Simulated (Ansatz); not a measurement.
## Atomization energy of C$_{3}$H$_{4}$, singlet, from cheap to dear

Geometry (MP2(full)/6-31G*, from the G2/97 set):

```yaml
atoms:
  - { symbol: C, position_ang: [0.0000, 0.0000, 0.8790] }
  - { symbol: C, position_ang: [0.0000, -0.6505, -0.4781] }
  - { symbol: C, position_ang: [0.0000, 0.6505, -0.4781] }
  - { symbol: H, position_ang: [0.9124, 0.0000, 1.4771] }
  - { symbol: H, position_ang: [-0.9124, 0.0000, 1.4771] }
  - { symbol: H, position_ang: [0.0000, -1.5841, -1.0177] }
  - { symbol: H, position_ang: [0.0000, 1.5841, -1.0177] }
```

Measured, as an electronic atomization energy: 682.9 kcal/mol (G2/97 heats of formation of molecule and atoms, with zero-point and thermal terms from B3LYP taken off; Curtiss et al., J. Chem. Phys. 106, 1063 (1997), Staroverov et al., J. Chem. Phys. 119, 12129 (2003)). The measured value holds scalar relativity and spin–orbit coupling, which all computed ones lack, and core correlation, which the wave-function levels lack. Atoms are taken at the same level; beside RHF, RMP2 and RCC rows they are unrestricted. The atoms' steps beyond CCSDT(Q) are taken from restricted open-shell runs, which share full CI's core. Ansatz 0.2.0; the 6-31G* set has Cartesian d functions; a miss is computed less measured; times are wall times on shared hosts and scatter by a factor of two or so.

| level | basis | miss (kcal/mol) | time of the run | hardware |
| --- | --- | --- | --- | --- |
| RHF | cc-pVDZ | -196.1 | 0.79 s | 1 CPU thread |
| RMP2 | cc-pVDZ | -41.7 | – | – |
| RCCSD(T) | cc-pVDZ | -54.5 | 1.1 s | 1 CPU thread |
| RCCSDT(Q) | cc-pVDZ | -54.0 | 8 s | H100 + 5 CPU threads |
| RCCSDTQ | cc-pVDZ | -54.1 | 7.2 min | H100 + 5 CPU threads |
| RHF | cc-pVTZ | -186.8 | 4.6 s | 1 CPU thread |
| RMP2 | cc-pVTZ | -7.0 | – | – |
| RCCSD(T) | cc-pVTZ | -20.0 | 11 s | H100 + 5 CPU threads |
| RCCSDT(Q) | cc-pVTZ | -20.0 | 37 s | H100 + 5 CPU threads |
| RHF | cc-pVQZ | -185.8 | – | – |
| RMP2 | cc-pVQZ | 3.2 | – | – |
| RCCSD(T) | cc-pVQZ | -10.2 | 12 s | H100 + 5 CPU threads |

HF's time is that of a plain UHF run. A dash: the level came out of a higher level's run.

A composite of the best parts (restricted reference, at this geometry, which isn't the minimum of the high levels):

```csv
part,kcal/mol
"Hartree–Fock limit (T, Q; exp(−5.46 √X))",497.46
"CCSD(T) correlation limit (T, Q; X⁻³)",181.87
CCSDT − CCSD(T) (TZ),-0.86
(Q) (TZ),0.87
CCSDTQ − CCSDT(Q) (DZ),-0.05
sum,679.3
sum less measured,-3.6
```
